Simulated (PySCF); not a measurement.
Species: C5H7Cl.
Numbering: `[CH2:1]=[CH:2][C:3](=[CH2:4])[CH2:5][Cl:6]` (hydrogens: H7, H8 on C1; H9 on C2; H10, H11 on C4; H12, H13 on C5)

Cartesian coordinates in Å at the PBE0-D3(BJ)/def2-SVP level; atoms count from 1:
```xyz
13
C5H7Cl angstrom
C      1.979    0.243    0.495
C      0.988   -0.642    0.330
C     -0.432   -0.326    0.159
C     -1.341   -1.308    0.027
C     -0.865    1.106    0.095
Cl    -0.729    1.940    1.683
H      1.794    1.319    0.556
H      3.014   -0.089    0.605
H      1.230   -1.710    0.314
H     -2.404   -1.091   -0.104
H     -1.043   -2.359    0.048
H     -1.915    1.185   -0.212
H     -0.246    1.679   -0.609
```

Level of theory: TDDFT wB97X-D/def2-SVPD, vertical, gas phase, core orbitals frozen in the response (PySCF 2.14.0, density-fitted response routines).

Ground-to-excited transition dipoles (e·a0, same axes as the geometry; the sign carries no meaning), for the states with f of 0.002 or more among the lowest 7:

```csv
state,E (hartree),μx,μy,μz
S1,0.2112,1.585,1.022,0.255
S2,0.2378,-0.255,-0.348,-0.110
S3,0.2429,0.368,0.101,0.018
S4,0.2483,-0.340,0.181,0.113
S5,0.2626,0.212,-0.038,0.034
S6,0.2703,0.109,-0.208,0.076
S7,0.2752,0.127,0.410,0.081
```

(1) Work out the oscillator strengths.

(2) Which bond between heavy atoms lies closest to the direction of the S1 transition dipole?

(3) What angle do the transition dipoles of S1 and S6 make?

(4) How is the summed strength of these states shared among x, y and z?

(5) What peak molar absorption coefficient would the strongest computed level give as a lone Gaussian band 0.3 eV wide at half height?

## Answers

(1) f = (2/3) ΔE |μ|² with ΔE in hartree (27.2114 eV).

```csv
state,|μ|² (au),|μ| (D),f
S1,3.624,4.84,0.510
S2,0.198,1.13,0.031
S3,0.146,0.97,0.024
S4,0.161,1.02,0.027
S5,0.047,0.55,0.008
S6,0.061,0.63,0.011
S7,0.191,1.11,0.035
```

(2) C1–C2, at 9° from it; next C3–C4 at 14°.

(3) |cos θ| = |μa·μb| / (|μa| |μb|) = 0.04, so θ ≈ 88° (taken between 0 and 90°, since the signs are arbitrary).

(4) (2/3) Σ ΔE μα² gives 0.418 for x, 0.213 for y and 0.016 for z, 0.647 in all.

(5) ε(max) = 2.175×10⁸ f / FWHM, with the width in cm⁻¹. S1: 2.175×10⁸ × 0.5103 / 2420 ≈ 46000 L mol⁻¹ cm⁻¹.

The vertical ionisation energy (ΔSCF) is 9.02 eV, 1.53 eV above S7.

One conformer stands for the species.
